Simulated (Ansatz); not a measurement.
One geometry of AlH$_{3}$O$_{2}$, SMILES `[OH][AlH][OH]`, several functionals.

```yaml
crystal:
  periodic: [false, false, false]
  atoms:
    - {symbol: O, position_ang: [-1.271161, -0.307093, -0.753411]}
    - {symbol: Al, position_ang: [0.269158, 0.307193, -0.418962]}
    - {symbol: O, position_ang: [1.095599, 0.056073, 1.035610]}
    - {symbol: H, position_ang: [-1.809471, -0.839435, -0.172208]}
    - {symbol: H, position_ang: [0.974256, 1.161064, -1.525118]}
    - {symbol: H, position_ang: [0.783718, -0.441701, 1.787889]}
basis:
  gaussian: {orbitals: def2-TZVPP}
hamiltonian: {xc: {name: BLYP}, dispersion: d4}
output: {orbitals: {seedname: orbitals}}
```

```sh
$ ansatz run in.yaml --threads 4 --pin off --events-out ev --progress --plain --max-ram 10444MiB
```

Shortened log:

```
Functional definition: BLYP
748 factors; their error is unknown
mean field evaluation 1: about -10728.9486 eV, gradient 9.9e1 eV
mean field evaluation 2: about -10643.4452 eV, gradient 2.1e2 eV
mean field evaluation 4: about -10744.3887 eV, gradient 5.1e0 eV
mean field evaluation 8: about -10744.4934 eV, gradient 4.0e-2 eV
mean field evaluation 16: about -10744.4877 eV, gradient 2.3e-5 eV
mean field -10744.48772408 eV, -394.8526409846 hartree, gradient 2.3e-5 eV, S^2 0.000000; 0 other end points of the search recorded, 0 dependent functions left out
reference -10744.48803274 eV, -394.8526523277 hartree; 16, 16 occupied and 130, 130 virtual orbitals, 748 factors
Total energy: -10744.64489725 eV, -394.8584169919 hartree
```

Run time 0.4 s (4 threads of an Intel Xeon 6975P-C on a shared host); peak host memory 0.16 GiB.

With the line `hamiltonian: {xc: pbe0, dispersion: d4}` (abridged; 0.45 s):

```
Functional definition: PBE0
mean field -10737.36920778 eV, -394.5910403357 hartree, gradient 4.7e-5 eV, S^2 0.000000
Total energy: -10737.42822796 eV, -394.5932092874 hartree
```

With the line `hamiltonian: {xc: {name: r2SCANh}, dispersion: d4}` (abridged; 0.8 s):

```
Functional definition: r2SCANh
mean field -10741.92550169 eV, -394.7584810486 hartree, gradient 2.2e-5 eV, S^2 0.000000
Total energy: -10741.94286815 eV, -394.7591192541 hartree
```

Changing it to `hamiltonian: {xc: {name: wB97M-V}}` and forces (abridged; 1.4 s):

```
Functional definition: wB97M-V
mean field evaluation 16: about -10743.2819 eV, gradient 1.9e-5 eV
mean field -10743.28191429 eV, -394.8083282922 hartree, gradient 1.9e-5 eV, S^2 0.000000
Total energy: -10743.28196121 eV, -394.8083300164 hartree
Atom 0 force    -0.073661    -0.052878     0.036511 eV/Å
Atom 1 force     0.128805     0.154407    -0.201528 eV/Å
Atom 2 force    -0.006036    -0.042619     0.087696 eV/Å
Atom 3 force    -0.003052     0.014644    -0.035429 eV/Å
Atom 4 force    -0.077773    -0.093613     0.121908 eV/Å
Atom 5 force     0.031717     0.020060    -0.009157 eV/Å
Dipole moment:    -0.227976    -0.275890     0.357456 e Å
```

The same input with `hamiltonian: {xc: {name: B3LYP}, dispersion: d4}` and forces (abridged; 0.6 s):

```
Functional definition: B3LYP
mean field -10745.75577593 eV, -394.8992410307 hartree, gradient 1.7e-5 eV, S^2 0.000000
Total energy: -10745.87067617 eV, -394.9034635364 hartree
Atom 0 force    -0.047522    -0.017091    -0.013566 eV/Å
Atom 1 force     0.107675     0.128853    -0.168402 eV/Å
Atom 2 force     0.027908    -0.005629     0.043538 eV/Å
Atom 3 force    -0.057401    -0.031426     0.006388 eV/Å
Atom 4 force    -0.045407    -0.054419     0.071131 eV/Å
Atom 5 force     0.014747    -0.020288     0.060910 eV/Å
Dipole moment:    -0.224407    -0.271574     0.351860 e Å
```

Changing it to `hamiltonian: {xc: pbe, dispersion: d4}` and forces (abridged; 0.45 s):

```
Functional definition: PBE
mean field evaluation 16: about -10736.7581 eV, gradient 1.8e-5 eV
mean field -10736.75809609 eV, -394.5685823952 hartree, gradient 1.8e-5 eV, S^2 0.000000
Total energy: -10736.82878397 eV, -394.5711801270 hartree
Atom 0 force    -0.122943     0.123626    -0.405352 eV/Å
Atom 1 force     0.096990     0.116162    -0.151693 eV/Å
Atom 2 force     0.391423     0.202524    -0.016417 eV/Å
Atom 3 force    -0.266887    -0.260344     0.280386 eV/Å
Atom 4 force     0.049199     0.060110    -0.077282 eV/Å
Atom 5 force    -0.147781    -0.242077     0.370357 eV/Å
Dipole moment:    -0.220356    -0.266693     0.345514 e Å
```

B3LYP takes the VWN-RPA correlation (the form of Gaussian; ORCA's B3LYP/G).
